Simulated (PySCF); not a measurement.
Compound: AlH4 (charge -1).
Hydrogens: H2, H3, H4, H5 on Al1.

The closed-shell ground state was solved at several levels (PySCF, density fitting, gas phase, non-relativistic). Isolated species at its PBE0-D3(BJ)/def2-SVP geometry, gas phase. The geometry's basis has no diffuse functions, a weakness for an anion. Where the HOMO energy is positive, the finite basis confines the outermost electrons. No diffuse functions stand in STO-3G, cc-pVTZ, pcSseg-1, pcSseg-2 and pcSseg-3, which bears on an anion's orbital energies.

```json
{"level": "PBE0/STO-3G", "basis functions": "13", "total energy (Eh)": "-241.6182", "HOMO (eV)": "2.21", "LUMO (eV)": "16.75", "gap (eV)": "14.54"}
{"level": "B97-2/pcSseg-1", "basis functions": "44", "total energy (Eh)": "-244.8410", "HOMO (eV)": "-2.02", "LUMO (eV)": "6.30", "gap (eV)": "8.32"}
{"level": "mPW1PW91/pcSseg-1", "basis functions": "44", "total energy (Eh)": "-244.8409", "HOMO (eV)": "-2.29", "LUMO (eV)": "6.30", "gap (eV)": "8.59"}
{"level": "PBE0/pcSseg-1", "basis functions": "44", "total energy (Eh)": "-244.7098", "HOMO (eV)": "-2.25", "LUMO (eV)": "6.28", "gap (eV)": "8.53"}
{"level": "wB97X-D/pcSseg-1", "basis functions": "44", "total energy (Eh)": "-244.8333", "HOMO (eV)": "-4.17", "LUMO (eV)": "7.82", "gap (eV)": "11.99"}
{"level": "PBE0/pcSseg-3", "basis functions": "208", "total energy (Eh)": "-244.7359", "HOMO (eV)": "-2.36", "LUMO (eV)": "4.37", "gap (eV)": "6.73"}
{"level": "HF/pcSseg-2", "basis functions": "99", "total energy (Eh)": "-244.2487", "HOMO (eV)": "-5.38", "LUMO (eV)": "7.10", "gap (eV)": "12.48"}
{"level": "PBE0/cc-pVTZ", "basis functions": "90", "total energy (Eh)": "-244.7269", "HOMO (eV)": "-2.25", "LUMO (eV)": "6.13", "gap (eV)": "8.38"}
{"level": "KT2/pcSseg-1", "basis functions": "44", "total energy (Eh)": "-247.0684", "HOMO (eV)": "-1.03", "LUMO (eV)": "5.62", "gap (eV)": "6.65"}
{"level": "PBE0/6-311+G(2d,p)", "basis functions": "59", "total energy (Eh)": "-244.7249", "HOMO (eV)": "-2.34", "LUMO (eV)": "4.23", "gap (eV)": "6.57"}
```

Q: What might KT3/pcSseg-1 (44 basis functions) give for the same quantities?

A: Total energy -246.9042 Eh, HOMO -1.02 eV, LUMO 5.72 eV, gap 6.74 eV.

Q: Over all these levels, which gives the widest orbital gap and which the narrowest?

A: PBE0/STO-3G has the widest, 14.54 eV, and PBE0/6-311+G(2d,p) the narrowest, 6.57 eV. The two share the functional. From the narrowest to the widest the HOMO moves by +4.55 eV and the LUMO by +12.52 eV.

Q: How much does the basis alone move the frontier levels among the 5 PBE0 rows?

A: The HOMO by 4.57 eV and the LUMO by 12.52 eV. By rising basis size (HOMO, LUMO in eV): STO-3G 2.21, 16.75; pcSseg-1 -2.25, 6.28; 6-311+G(2d,p) -2.34, 4.23; cc-pVTZ -2.25, 6.13; pcSseg-3 -2.36, 4.37.

Q: In the pcSseg-1 basis, how does the gap go with the fixed share of exact exchange?

A: KT2 (0 %) 6.65 eV; KT3 (0 %) 6.74 eV; B97-2 (21 %) 8.32 eV; PBE0 (25 %) 8.53 eV; mPW1PW91 (25 %) 8.59 eV. Each rise in the share widens the gap here.

wB97X-D is run here without its empirical dispersion term; that term would change no orbital, density or response property at a fixed geometry.
